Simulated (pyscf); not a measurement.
Single points on ωB97X-D3(BJ)/def2-SVP structures (PySCF, gas phase).

Q: For H₂Ga–SeH + HCl → Cl–GaH–SeH + H₂, a four-centre exchange (singlet surface; Ga–H, Cl–H broken, Cl–Ga, H–H formed), PBE/def2-TZVP gives ΔE‡ = 3.5 kcal/mol and ΔE = -24.2 kcal/mol (zero: the separated reactants). In which direction and how far do r²SCAN/def2-TZVP, M06-2X/def2-TZVP, ωB97M-D3(BJ)/def2-TZVP move these?

A: r²SCAN: ΔE‡ = 3.2 kcal/mol, ΔE = -26.2 kcal/mol; M06-2X: ΔE‡ = 5.9 kcal/mol, ΔE = -29.2 kcal/mol; ωB97M-D3(BJ): ΔE‡ = 9.3 kcal/mol, ΔE = -24.0 kcal/mol. PBE's barrier lies among them. Its reaction energy matches one of them and lies within 5.0 kcal/mol of the others. On the reactant side the descent ends in a complex, 5.4 kcal/mol under the separated species and 12.0 kcal/mol under the saddle at ωB97X-D3(BJ)/def2-TZVP. At ωB97X-D3(BJ)/def2-TZVP the barrier from the zero used here is 6.5 kcal/mol. The same reactants have a lower exit, to H₂Se + Cl–GaH₂ (barrier -0.2 kcal/mol at ωB97M-D3(BJ)/def2-TZVP, against +9.3 kcal/mol here). This is the saddle that the search found; another between the same sides may lie lower. Elements up to Kr have no core potential and no relativistic terms here.
